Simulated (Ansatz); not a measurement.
The input, for Ansatz 0.2.0:

```yaml
crystal:
  periodic: [false, false, false]
  atoms:
    - {symbol: O, position_ang: [-1.964086, 0.017219, 0.000000]}
    - {symbol: H, position_ang: [-2.213396, 0.943795, 0.000000]}
    - {symbol: H, position_ang: [-0.533086, 0.017219, 0.000000]}
    - {symbol: Si, position_ang: [1.094914, 0.017219, 0.000000]}
    - {symbol: H, position_ang: [1.707094, -0.857065, 1.090012]}
    - {symbol: H, position_ang: [1.707094, -0.857065, -1.090012]}
basis:
  gaussian: {orbitals: cc-pVDZ}
magnetization: {spin_polarized: true, initial_magnetization: 0}
hamiltonian: {xc: {name: B2PLYP}}
correlation: {electrons: outside_noble_gas}
```

```sh
$ ansatz run in.yaml --threads 1 --pin off --events-out ev --progress --plain --max-ram 2393MiB
```

Output:

```
484 factors; integrals over basis functions are off by at most 1.5e-3 eV
mean field evaluation 1: about -9970.4446 eV, gradient 3.7e1 eV
mean field evaluation 2: about -9970.4611 eV, gradient 3.6e1 eV
mean field evaluation 4: about -9975.4793 eV, gradient 1.2e1 eV
mean field evaluation 8: about -9976.9500 eV, gradient 5.3e-1 eV
mean field evaluation 16: about -9976.9574 eV, gradient 5.4e-4 eV
mean field evaluation 32: about -9973.9898 eV, gradient 2.7e1 eV
mean field evaluation 64: about -9977.5632 eV, gradient 1.5e-6 eV
mean field evaluation 96: about -9939.8833 eV, gradient 4.2e1 eV
mean field -9977.56323869 eV, -366.6686859865 hartree, gradient 6.3e-6 eV, S^2 0.808124; 7 other end points of the search recorded, 0 dependent functions left out
6 core orbitals not correlated: weight in the atoms' cores, before any rotation towards them, 1.000 or more for the frozen orbitals, at most 0.000 for the correlated occupied ones
reference -9977.56337333 eV, -366.6686909346 hartree; 7, 7 occupied and 39, 39 virtual orbitals, 484 factors
second order -9.23998208 eV of doubles, -0.00000000 eV of singles
Total energy: -9980.05816849 eV, -366.7603729657 hartree
```

Ran on 1 thread of Arm Neoverse V2, shared host: 6.5 s wall, 0.12 GiB peak host memory.
